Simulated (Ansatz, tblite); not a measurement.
# BH2F: one state, many levels

How do method and basis change the picture of BH2F (singlet)?

Computed with Ansatz 0.2.0, Gaussian basis. Level: as each input shows.

Plan: GFN1-xTB, GFN2-xTB, PBE-D4/def2-TZVP, r2SCAN-D4/def2-TZVP, LC-ωPBE/def2-TZVP, B3LYP-D4/def2-TZVP, BLYP-D4/def2-TZVP, CAM-B3LYP-D4/def2-TZVP, B2PLYP/def2-TZVP, BHLYP-D4/def2-TZVP, r2SCAN0-D4/def2-TZVP, PBE-D4/def2-SVP, PBE0-D4/def2-SVP, HF/STO-3G, PBE0-D4/def2-TZVPD, PBE-D4/def2-TZVPD, r2SCAN-D4/def2-TZVPD, CCSD(T)/def2-TZVPP, MP2/def2-TZVP, RPA/def2-TZVP, CCSD(T)/def2-TZVPD.

## Step 1: The geometry

The geometry is that of the singlet, from an earlier relaxation (PBE-D4/def2-TZVP).

4 atoms, charge 0, spin multiplicity 1.

Bond lengths: B1–H2 1.204 Å, B1–H3 1.204 Å, B1–F4 1.329 Å. Angles: H2–B1–H3 124.7°, H2–B1–F4 117.7°, H3–B1–F4 117.7°.

PBE0-D4/def2-TZVP was run before; its log isn't repeated, and its numbers join the tables.

## Step 2: GFN1-xTB

Tight binding, by tblite at 300 K electronic temperature and without a spin-polarisation term:

```python
tblite.interface.Calculator('GFN1-xTB', numbers, positions, charge=0, uhf=0).singlepoint()
```

Energy -207.2925 eV, HOMO -12.64 eV, LUMO -7.46 eV; 0.002 s.

## Step 3: GFN2-xTB

Tight binding, by tblite at 300 K electronic temperature and without a spin-polarisation term:

```python
tblite.interface.Calculator('GFN2-xTB', numbers, positions, charge=0, uhf=0).singlepoint()
```

Energy -191.1192 eV, HOMO -12.07 eV, LUMO -7.35 eV; 0.001 s.

## Step 4: PBE-D4/def2-TZVP

start.molden holds the orbitals of an earlier run on this state, given as this run's starting guess.

Input file in.yaml:

```yaml
crystal:
  periodic: [false, false, false]
  atoms:
    - {symbol: B, position_ang: [0.027484, 0.045041, -0.000147]}
    - {symbol: H, position_ang: [1.229074, -0.033216, 0.016177]}
    - {symbol: H, position_ang: [-0.591633, 1.077762, -0.019771]}
    - {symbol: F, position_ang: [-0.664925, -1.089576, 0.003751]}
basis:
  gaussian: {orbitals: def2-TZVP, initial_orbitals: start.molden}
hamiltonian: {xc: pbe, dispersion: d4}
scf: {omitted_lower_state_checks: [starts]}
output: {orbitals: {seedname: orbitals}}
```

On the command line:

```
$ ansatz run in.yaml --threads 4 --pin off --events-out ev --progress --plain --max-ram 3916MiB
```

After this run come: r2SCAN-D4/def2-TZVP; LC-ωPBE/def2-TZVP; B3LYP-D4/def2-TZVP; BLYP-D4/def2-TZVP; CAM-B3LYP-D4/def2-TZVP; B2PLYP/def2-TZVP; BHLYP-D4/def2-TZVP; r2SCAN0-D4/def2-TZVP; PBE-D4/def2-SVP; PBE0-D4/def2-SVP; HF/STO-3G; PBE0-D4/def2-TZVPD; PBE-D4/def2-TZVPD; r2SCAN-D4/def2-TZVPD; CCSD(T)/def2-TZVPP; MP2/def2-TZVP; RPA/def2-TZVP; CCSD(T)/def2-TZVPD.

Q: Predict the results of all the runs planned. Wanted: gap in def2-TZVP, named functionals, smallest and largest; correlation energy, CCSD(T)/def2-TZVPP; correlation energy, MP2/def2-TZVP; correlation energy, CCSD(T)/def2-TZVPD; binding an atom, CCSD(T)/def2-TZVPP; PBE0 total energy, smallest basis above largest.

As calculated:

| quantity | value |
| --- | --- |
| gap in def2-TZVP, named functionals, smallest and largest | 5.50 eV (PBE-D4), 13.37 eV (LC-ωPBE) |
| correlation energy, CCSD(T)/def2-TZVPP | -10.35 eV |
| correlation energy, MP2/def2-TZVP | -9.54 eV |
| correlation energy, CCSD(T)/def2-TZVPD | -10.30 eV |
| binding an atom, CCSD(T)/def2-TZVPP | 3.652 eV |
| PBE0 total energy, smallest basis above largest | 4.15 eV (def2-SVP, def2-TZVPD) |

Orbital gaps of the named functionals in def2-TZVP span 5.50 eV (PBE-D4) to 13.37 eV (LC-ωPBE); exact exchange widens it. A small miss in a minimal or small basis is a cancelling of errors, not accuracy. The functionals in def2-TZVP miss CCSD(T)/def2-TZVPP by +0.001 (BHLYP-D4) to +0.121 eV (CAM-B3LYP-D4) an atom. The reference is CCSD(T) in one finite basis, so it carries an error of its own, often a tenth of an eV or more, and near misses can't be ranked.
